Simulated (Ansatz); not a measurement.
**C₂H₄N₂O: a ladder of functionals and wavefunction methods**

An exercise on one series of results from a longer session: the logs are not shown, and one member is left open.

Program: Ansatz 0.2.0, Gaussian basis. Level of theory: functionals in def2-TZVPP, the program's frozen cores in correlated methods. These are calculated values, not measurements.

Plan: LDA (SPW92), PBE-D4, revPBE-D4, BLYP-D4, r2SCAN-D4, B97M-V, PBE0-D4, B3LYP-D4, r2SCANh-D4, r2SCAN0-D4, HSE06-D4, BHLYP-D4, CAM-B3LYP-D4, LC-ωPBE, ωB97X-V, ωB97M-V, B2PLYP, PBE-QIDH; CCSD(T)/def2-SVP; CCSD(T)/def2-TZVPP; MP2/def2-QZVPP; extrapolation to the limit; RPA on PBE.

## Structure used throughout

The geometry comes from an earlier relaxation with PBE0-D4 in a triple-zeta def2 set; it is a stationary point, not always the lowest conformer.

SMILES `N=C=C(N)O`, 9 atoms, charge 0, spin multiplicity 1.

Atoms are counted from 1 here; the program's logs count them from 0.

Bond lengths: N1–C2 1.234 Å, N1–H6 1.025 Å, C2–C3 1.313 Å, C3–N4 1.397 Å, C3–O5 1.373 Å, N4–H7 1.008 Å, N4–H8 1.013 Å, O5–H9 0.961 Å. Angles: C2–N1–H6 113.3°, N1–C2–C3 172.4°, C2–C3–N4 124.3°, C2–C3–O5 123.2°, N4–C3–O5 112.2°, C3–N4–H7 113.0°, C3–N4–H8 112.7°, H7–N4–H8 110.7°, C3–O5–H9 108.7°.

The first run:

in.yaml reads:

```yaml
crystal:
  periodic: [false, false, false]
  atoms:
    - {symbol: N, position_ang: [0.060390, 2.088773, -0.524327]}
    - {symbol: C, position_ang: [-0.039375, 0.921133, -0.136449]}
    - {symbol: C, position_ang: [0.028886, -0.321864, 0.281969]}
    - {symbol: N, position_ang: [-0.110412, -1.439530, -0.544745]}
    - {symbol: O, position_ang: [0.120601, -0.665336, 1.607633]}
    - {symbol: H, position_ang: [-0.844760, 2.534827, -0.702376]}
    - {symbol: H, position_ang: [-0.457920, -1.209471, -1.462720]}
    - {symbol: H, position_ang: [0.740447, -1.985903, -0.610847]}
    - {symbol: H, position_ang: [0.590744, 0.031171, 2.074763]}
basis:
  gaussian: {orbitals: def2-TZVPP}
hamiltonian: {xc: lda}
output: {orbitals: {seedname: orbitals}}
```

Steps of the session up to this table: LDA; PBE-D4 (GGA); revPBE-D4 (GGA); BLYP-D4 (GGA); r2SCAN-D4 (meta-GGA); B97M-V (meta-GGA); PBE0-D4 (hybrid); B3LYP-D4 (hybrid); r2SCANh-D4 (hybrid); r2SCAN0-D4 (hybrid); HSE06-D4 (hybrid); BHLYP-D4 (hybrid); CAM-B3LYP-D4 (range-separated); LC-ωPBE (range-separated); ωB97X-V (range-separated); ωB97M-V (range-separated); B2PLYP (double hybrid); PBE-QIDH (double hybrid).

One of the session's tables, all rows but one given; the rest of the session is left out.

It belongs to the step «Orbital energies across the functionals». 

```
  functional  HOMO (eV)  gap (eV)
 LDA (SPW92)      -4.50      2.58
      PBE-D4      -4.35      2.71
   revPBE-D4      -4.29      2.76
     BLYP-D4      -4.26      2.75
   r2SCAN-D4      -4.54      3.11
      B97M-V          ?         ?
     PBE0-D4      -5.58      5.02
    B3LYP-D4      -5.41      4.58
  r2SCANh-D4      -5.00      3.97
  r2SCAN0-D4      -5.71      5.27
    HSE06-D4      -5.18      4.23
    BHLYP-D4      -6.75      7.36
CAM-B3LYP-D4      -6.94      7.53
     LC-ωPBE      -8.21     10.05
     ωB97X-V      -7.87      9.63
     ωB97M-V      -7.77      9.42
```

Estimate the missing values for B97M-V.

The run gave: HOMO (eV): -4.62; gap (eV): 3.38. In the column «HOMO (eV)» it lies between r2SCANh-D4 (-5.00) and r2SCAN-D4 (-4.54).
